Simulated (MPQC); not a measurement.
# One shape, several levels: SiH2Cl− (SMILES [SiH2-]Cl)

Aim: a comparison of 6 runs (HF/STO-3G, HF/def2-SVP, B3LYP/6-31G, PBE0/def2-SVP, B3LYP/6-31+G*, BLYP/6-311G**) of SiH2Cl−. 

The results are computed with MPQC 2.3.1.

**1. The molecule**

The species is SiH2Cl− (4 atoms), meant as a singlet with charge -1. As SMILES, `[SiH2-]Cl`. The shape is that of a GFN2-xTB optimisation.

Bond lengths: Si1–Cl2 2.290 Å, Si1–H3 1.492 Å, Si1–H4 1.493 Å. Angles: Cl2–Si1–H3 95.2°, Cl2–Si1–H4 94.9°, H3–Si1–H4 98.8°.

**2. Energy and gradient at HF/STO-3G (run 1)**

Contents of mol.in:

```
% ClH2Si
molecule<Molecule>: (
    symmetry = c1
    unit = bohr
    { atoms geometry } = {
        Si [ -0.92197848     0.81490660     0.47983926 ]
        Cl [ 3.15982995    -0.23145366     1.46364958 ]
        H  [ -1.83505635    -1.84735846     0.31252291 ]
        H  [ -0.40281402     1.26392442    -2.25601174 ]
    }
)
basis<GaussianBasisSet>: (
    name = "STO-3G"
    molecule = $:molecule
    basisdir = "."
    puream = yes
)
mpqc: (
    checkpoint = no
    savestate = no
    restart = no
    do_energy = yes
    do_gradient = yes
    optimize = no
    mole<CLHF>: (
        molecule = $:molecule
        basis = $:basis
        total_charge = -1
        memory = 1000000000
        print_evals = yes
        print_npa = yes
        maxiter = 120
        value_accuracy = 1e-08
        guess_wavefunction<CLHF>: (
            molecule = $:molecule
            total_charge = -1
            memory = 1000000000
            value_accuracy = 1e-3
            basis<GaussianBasisSet>: (
                name = "STO-3G"
                molecule = $:molecule
            )
        )
    )
)
```

The basis set STO-3G is read from a file made from the Basis Set Exchange's data (not shown).

Run with:

```console
$ mpqc mol.in > mol.out
```

What it wrote:

```text
MPQC: Massively Parallel Quantum Chemistry
[...]
  LUMO is    18   A =   0.614540
  total scf energy = -741.2389366214
[...]
Value of the MolecularEnergy: -741.2389366214
  Gradient of the MolecularEnergy:
      1    0.0032513484
      2   -0.0070072702
      3   -0.0058410989
      4    0.0076357885
      5    0.0014506900
      6    0.0056249763
      7   -0.0115951512
      8   -0.0100480710
      9    0.0108620404
     10    0.0007080143
     11    0.0156046512
     12   -0.0106459177
[...]
      symmetry = c1
[...]
```

Run time: 0.16 s. Hardware: 1 thread of Arm Neoverse V1, shared host.

**3. Energy and forces at HF/def2-SVP (run 2)**

Contents of run.in:

```
% ClH2Si
molecule<Molecule>: (
   symmetry = c1
   unit = angstrom
   { atoms geometry } = {
      Si [ -0.487890     0.431230     0.253920 ]
      Cl [ 1.672110    -0.122480     0.774530 ]
      H  [ -0.971070    -0.977580     0.165380 ]
      H  [ -0.213160     0.668840    -1.193830 ]
   }
)
basis<GaussianBasisSet>: (
   name = "def2-SVP"
   molecule = $:molecule
   basisdir = "."
   puream = yes
)
mpqc: (
   checkpoint = no
   savestate = no
   restart = no
   do_energy = yes
   do_gradient = yes
   optimize = no
   mole<CLHF>: (
      molecule = $:molecule
      basis = $:basis
      total_charge = -1
      memory = 1000000000
      print_evals = yes
      print_npa = yes
      maxiter = 120
      value_accuracy = 1e-08
      guess_wavefunction<CLHF>: (
         molecule = $:molecule
         total_charge = -1
         memory = 1000000000
         value_accuracy = 1e-3
         basis<GaussianBasisSet>: (
            name = "STO-3G"
            molecule = $:molecule
         )
      )
   )
)
```

The basis set def2-SVP is read from a file made from the Basis Set Exchange's data (not shown).

Run with:

```console
$ mpqc run.in > run.out
```

What it wrote:

```text
MPQC: Massively Parallel Quantum Chemistry
[...]
  LUMO is    18   A =   0.332489
  total scf energy = -749.3812355932
[...]
Value of the MolecularEnergy: -749.3812355932
  Gradient of the MolecularEnergy:
      1   -0.0042830068
      2   -0.0143333587
      3   -0.0191357701
      4    0.0008904578
      5   -0.0003048362
      6   -0.0001339384
      7    0.0038236450
      8    0.0123304628
      9    0.0056147874
     10   -0.0004310960
     11    0.0023077321
     12    0.0136549211
[...]
      symmetry = c1
[...]
```

Wall time 1.4 s (1 thread of Arm Neoverse V1, shared host).

Run 3 isn't shown in full; the table further down has it.

**4. Energy and forces at PBE0/def2-SVP (run 4)**

Contents of mol.in:

```
molecule<Molecule>: (
   symmetry = c1
   unit = angstrom
   { atoms geometry } = {
      Si [ -0.487890     0.431230     0.253920 ]
      Cl [ 1.672110    -0.122480     0.774530 ]
      H  [ -0.971070    -0.977580     0.165380 ]
      H  [ -0.213160     0.668840    -1.193830 ]
   }
)
basis<GaussianBasisSet>: (
   name = "def2-SVP"
   molecule = $:molecule
   basisdir = "."
   puream = yes
)
mpqc: (
   checkpoint = no
   savestate = no
   restart = no
   do_energy = yes
   do_gradient = yes
   optimize = no
   mole<CLKS>: (
      molecule = $:molecule
      basis = $:basis
      total_charge = -1
      memory = 1000000000
      print_evals = yes
      print_npa = yes
      maxiter = 120
      value_accuracy = 1e-08
      functional<SumDenFunctional>: (
         a0 = 0.25
         coefs = [ 0.75 1 ]
         funcs: [ <PBEXFunctional>: () <PBECFunctional>: () ]
      )
      integrator<RadialAngularIntegrator>: ( grid = xfine )
      guess_wavefunction<ExtendedHuckelWfn>: (
         molecule = $:molecule
         total_charge = -1
         multiplicity = 1
         basis<GaussianBasisSet>: (
            name = "STO-3G"
            molecule = $:molecule
         )
      )
   )
)
```

The basis set def2-SVP is read from a file made from the Basis Set Exchange's data (not shown).

Run with:

```console
$ mpqc -o mol.out mol.in
```

What it wrote:

```text
MPQC: Massively Parallel Quantum Chemistry
[...]
  CLSCF::init: total charge = -1
[...]
  nbasis = 46
[...]
  Integrated electron density error = -0.000299975877
  iter     1 energy = -746.6285242531 delta = 2.29680e-01
  Integrated electron density error = 0.000154618829
  iter     2 energy = -750.3685314916 delta = 7.47660e-02
[...]
  Integrated electron density error = -0.000000237768
  iter    12 energy = -750.4190359019 delta = 9.86085e-08
  Integrated electron density error = -0.000000237769
  iter    13 energy = -750.4190359019 delta = 3.40220e-08
  Integrated electron density error = -0.000000237769
  iter    14 energy = -750.4190359019 delta = 1.81533e-08
[...]
  LUMO is    18   A =   0.207632
  total scf energy = -750.4190359019
[...]
  Integrated electron density error = -0.000000237315
  Total Gradient:
[...]
Value of the MolecularEnergy: -750.4190359019
  Gradient of the MolecularEnergy:
      1   -0.0080566951
      2   -0.0183757877
      3   -0.0261623852
      4    0.0052369916
      5   -0.0010502236
      6    0.0013993338
      7    0.0043413496
      8    0.0164125282
      9    0.0069685598
     10   -0.0015216461
     11    0.0030134831
     12    0.0177944916
[...]
        symmetry = c1
[...]
```

Run time: 14 s. Hardware: 1 thread of Arm Neoverse V1, shared host.

Run 5 isn't shown in full; the table further down has it.

**5. Energy and gradient at BLYP/6-311G(d,p) (run 6)**

Contents of input.in:

```
% emacs should use -*- KeyVal -*- mode
molecule<Molecule>: (
   symmetry = c1
   unit = angstrom
   { atoms geometry } = {
      Si [ -0.487890 0.431230 0.253920 ]
      Cl [ 1.672110 -0.122480 0.774530 ]
      H  [ -0.971070 -0.977580 0.165380 ]
      H  [ -0.213160 0.668840 -1.193830 ]
   }
)
basis<GaussianBasisSet>: (
   name = "6-311G**"
   molecule = $:molecule
   basisdir = "."
   puream = yes
)
mpqc: (
   checkpoint = no
   savestate = no
   restart = no
   do_energy = yes
   do_gradient = yes
   optimize = no
   mole<CLKS>: (
      molecule = $:molecule
      basis = $:basis
      total_charge = -1
      memory = 1000000000
      print_evals = yes
      print_npa = yes
      maxiter = 120
      value_accuracy = 1e-08
      functional<StdDenFunctional>: ( name = "BLYP" )
      integrator<RadialAngularIntegrator>: ( grid = xfine )
      guess_wavefunction<CLHF>: (
         molecule = $:molecule
         total_charge = -1
         memory = 1000000000
         value_accuracy = 1e-3
         basis<GaussianBasisSet>: (
            name = "MINI (Huzinaga)"
            molecule = $:molecule
         )
      )
   )
)
```

The basis set 6-311G** is read from a file made from the Basis Set Exchange's data (not shown).

Run with:

```console
$ mpqc -o input.out input.in
```

What it wrote:

```text
MPQC: Massively Parallel Quantum Chemistry
[...]
  Integrated electron density error = -0.000113724763
  iter     1 energy = -750.3196528529 delta = 1.74920e-01
  Integrated electron density error = 0.000061852590
  iter     2 energy = -750.8952614583 delta = 2.90800e-02
[...]
  Integrated electron density error = -0.000000373800
  iter    14 energy = -750.9557241488 delta = 2.08686e-07
  Integrated electron density error = -0.000000373802
  iter    15 energy = -750.9557241488 delta = 9.04996e-08
  Integrated electron density error = -0.000000373800
  iter    16 energy = -750.9557241488 delta = 3.88139e-08
[...]
  LUMO is    18   A =   0.147595
  total scf energy = -750.9557241488
[...]
  Integrated electron density error = -0.000000375192
  Total Gradient:
[...]
Value of the MolecularEnergy: -750.9557241488
  Gradient of the MolecularEnergy:
      1    0.0052101218
      2   -0.0209668596
      3   -0.0220123826
      4   -0.0077004373
      5    0.0023117991
      6   -0.0016443923
      7    0.0042184727
      8    0.0161169372
      9    0.0063375573
     10   -0.0017281572
     11    0.0025381233
     12    0.0173192176
[...]
        symmetry = c1
[...]
```

It took 25 s on 1 thread of Arm Neoverse V1, shared host; peak memory 0.33 GiB.

**6. Overview of the runs**

| run | level | starting guess | integration grid | energy (Eh) | HOMO energy (eV) | LUMO energy (eV) | HOMO–LUMO gap (eV) | wall time |
| --- | --- | --- | --- | --- | --- | --- | --- | --- |
| 1 | HF/STO-3G | STO-3G | – | -741.238937 | 1.55 | 16.72 | 15.17 | 0.16 s |
| 2 | HF/def2-SVP | STO-3G | – | -749.381236 | -2.11 | 9.05 | 11.15 | 1.4 s |
| 3 | B3LYP/6-31G | MINI (Huzinaga) | xfine | -750.904573 | 0.25 | 4.83 | 4.58 | 6 s |
| 4 | PBE0/def2-SVP | huckel STO-3G | xfine | -750.419036 | 0.25 | 5.65 | 5.40 | 14 s |
| 5 | B3LYP/6-31+G* (spherical functions) | STO-3G | xfine | -750.948978 | -0.19 | 3.62 | 3.81 | 17 s |
| 6 | BLYP/6-311G** | MINI (Huzinaga) | xfine | -750.955724 | 0.93 | 4.02 | 3.08 | 25 s |

**7. Results**

| quantity | value |
| --- | --- |
| run 6: total energy | -750.95572 Eh |
| run 6: HOMO energy | 0.93 eV |
| run 6: LUMO energy | 4.02 eV |
| run 6: HOMO–LUMO gap (to an unbound level, set by the basis) | 3.08 eV |
| run 6: largest force on an atom | 1.586 eV/Å |

What this shows: The HOMO–LUMO gap runs from 3.08 eV (BLYP/6-311G**) to 15.17 eV (HF/STO-3G). The two ends differ in method and basis. The empty levels of an anion lie above zero and hang on the basis. Totals of different functionals can't be ranked against each other. In runs 1, 3, 4, 6 the HOMO lies above zero, so the outermost electron may be held by the basis alone. In run 1 the basis is minimal, so the values are rough. All runs together took 63 s, the longest 25 s.
